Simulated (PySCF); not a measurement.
# H: electron affinity

H- 1s2 (1S) → H 1s1 (2S), as a difference of total energies. All numbers are calculated (PySCF 2.14, no relativity, point nucleus, in dyall-av2z). Correlated levels: valence: nothing frozen; virtual orbitals above 40 to 60 times the deepest correlated orbital energy dropped. The calculations carry no spin-orbit coupling.

```json
{"method": "UHF", "electron affinity (eV)": "-0.330"}
{"method": "MP2 (valence)", "electron affinity (eV)": "0.369"}
{"method": "SCS-MP2 (valence)", "electron affinity (eV)": "0.509"}
{"method": "CCSD (valence)", "electron affinity (eV)": "0.701"}
```

Errors of the correlated levels include the incompleteness of this basis.

A negative affinity means that the anion lies above the atom at that level of theory.

With two correlated electrons CCSD is exact in that space.

For comparison: 0.754 eV (measured; photodetachment measurements, as compiled on the Wikipedia data page of electron affinities).
